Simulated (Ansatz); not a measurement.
# CHOSi: the cost of one run

Program: Ansatz 0.2.0, Gaussian basis. Level of theory: def2-QZVPP, core rule «outside noble gas», up to 7 orbitals frozen. These are calculated values, not measurements.

To be run: UHF; ROHF; CCSD(T) on UHF.

2 further runs of the same task are left out: 2 set aside as unsound or not needed.

## Step 1: The geometry

The geometry is a PBE0/def2-TZVP stationary point (not a proven minimum) of the parent state, kept for this charge and spin.

4 atoms, charge 1, spin multiplicity 3.

Atoms are counted from 1 here; the program's logs count them from 0.

Bond lengths: C1–O2 1.127 Å, Si3–H4 1.529 Å.

## Step 2: UHF

Contents of in.yaml:

```yaml
crystal:
  periodic: [false, false, false]
  atoms:
    - {symbol: C, position_ang: [0.000000, -0.024020, 2.154831]}
    - {symbol: O, position_ang: [0.000000, 0.064782, 1.031260]}
    - {symbol: Si, position_ang: [0.000000, -0.078311, -1.463067]}
    - {symbol: H, position_ang: [0.000000, 1.439987, -1.279434]}
basis:
  gaussian: {orbitals: "def2-QZVPP.json"}
total_charge: 1
magnetization: {spin_polarized: true, initial_magnetization: 2}
hamiltonian: {xc: hf}
output: {orbitals: {seedname: orbitals}}
```

Command:

```console
> ansatz run in.yaml --threads 1 --pin off --events-out ev --progress --plain --max-ram 2393MiB
```

Q: Estimate wall time and peak memory on 1 thread of Arm Neoverse V2, shared host.

About 23 s, with a peak of 0.48 GiB.
